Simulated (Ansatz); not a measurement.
Born–Oppenheimer molecular dynamics of BH5NSi (8 atoms, charge 0, multiplicity 2). It starts at the highest image of a converged band. Of that band: Neighbouring images differ by up to 2.2 eV, so the band resolves the path poorly. A vibrational analysis at the climbing image gives one clearly imaginary mode, 2064i cm⁻¹: a first-order saddle point.

Method: UKS BHLYP/def2-SVP in Ansatz.

```
ensemble                      : NVE (velocity Verlet)
time step                     : 0.5 fs
steps asked                   : 200
starting velocities drawn for : 100 K
seed                          : 5326
```

First frame:

```xyz
8
Properties=species:S:1:pos:R:3
B -0.314 1.309 -0.853
N 0.013 0.176 -0.146
Si 0.329 -1.222 0.760
H 0.361 1.606 -1.806
H -1.251 1.996 -0.538
H -0.811 -0.138 0.959
H 0.097 -2.510 0.075
H 1.577 -1.217 1.550
```

Task: How far do the bonds stretch over the last three quarters of this one trajectory? (Pairs bonded in most of those frames.)

Result: 
```tsv
bond	mean (Å)	spread (Å)	shortest	longest
B1–N2	1.352	0.030	1.30	1.41
B1–H4	1.214	0.021	1.17	1.27
B1–H5	1.218	0.017	1.17	1.25
N2–Si3	1.736	0.034	1.68	1.79
Si3–H6	1.515	0.067	1.40	1.63
Si3–H7	1.501	0.035	1.42	1.57
Si3–H8	1.502	0.041	1.43	1.59
```

Mean temperature of the second half: 1258 K. The conserved energy stayed within 0.25 meV per atom of its start (net change -0.059 meV per atom), so the integration is sound. The kinetic energy rose, since the run started high on the potential surface and went downhill. A run of 0.1 ps of so small a system gives no equilibrium averages.

The run took 4.9 min on 2 threads of Intel(R) Xeon(R) Platinum 8488C (Sapphire Rapids) (shared host), peak memory 0.18 GiB.
